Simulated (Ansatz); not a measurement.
`CCCCC(C)CC`, 26 atoms. The species carries charge 0 and has multiplicity 1. All runs use 6 threads of an AMD EPYC 7R13 on a shared host and a share of an NVIDIA H100 80 GB. Correlated methods freeze the cores. Open-shell runs search over several starts.

Problem. How many basis functions does each run have, and how long does it take in Ansatz? RKS SPW92/def2-TZVPP energy; UKS PBE0-D4/def2-TZVPP energy of the cation; RKS PBE0-D4/def2-SVP energy; UKS r2SCAN-D4/def2-TZVPP energy of the cation; direct RPA on PBE orbitals/def2-TZVPP energy; RHF-MP2/def2-QZVPP energy; RKS revPBE-D4/def2-TZVPP energy; RKS PBE0-D4/def2-TZVP relaxation (7 steps); RKS ωB97M-V/def2-QZVPP energy; RKS B2PLYP (frozen core)/def2-TZVPP energy; RKS HSE06-D4/def2-TZVPP energy; UHF-MP2/def2-QZVPP energy of the cation. (An estimate is asked.)

Solution. Computed: Other jobs shared the machine, so times are rough.

| level | job | functions | wall time | peak host memory (GiB) |
| --- | --- | --- | --- | --- |
| RKS PBE0-D4/def2-SVP | energy | 202 | 1.4 s | 0.86 |
| RKS SPW92/def2-TZVPP | energy | 500 | 1.8 s | 1.1 |
| RKS revPBE-D4/def2-TZVPP | energy | 500 | 2.1 s | 1.1 |
| RKS HSE06-D4/def2-TZVPP | energy | 500 | 2.6 s | 1.3 |
| direct RPA on PBE orbitals/def2-TZVPP | energy | 500 | 2.9 s | 2.7 |
| RKS B2PLYP (frozen core)/def2-TZVPP | energy | 500 | 3.1 s | 2.7 |
| RKS ωB97M-V/def2-QZVPP | energy | 996 | 4.6 s | 1.7 |
| RHF-MP2/def2-QZVPP | energy | 996 | 5 s | 1.8 |
| UKS PBE0-D4/def2-TZVPP | energy of the cation | 500 | 10 s | 1.2 |
| RKS PBE0-D4/def2-TZVP | relaxation (7 steps) | 356 | 11 s | 0.99 |
| UKS r2SCAN-D4/def2-TZVPP | energy of the cation | 500 | 14 s | 1.4 |
| UHF-MP2/def2-QZVPP | energy of the cation | 996 | 95 s | 2 |

HSE06 is defined as in plane-wave codes.
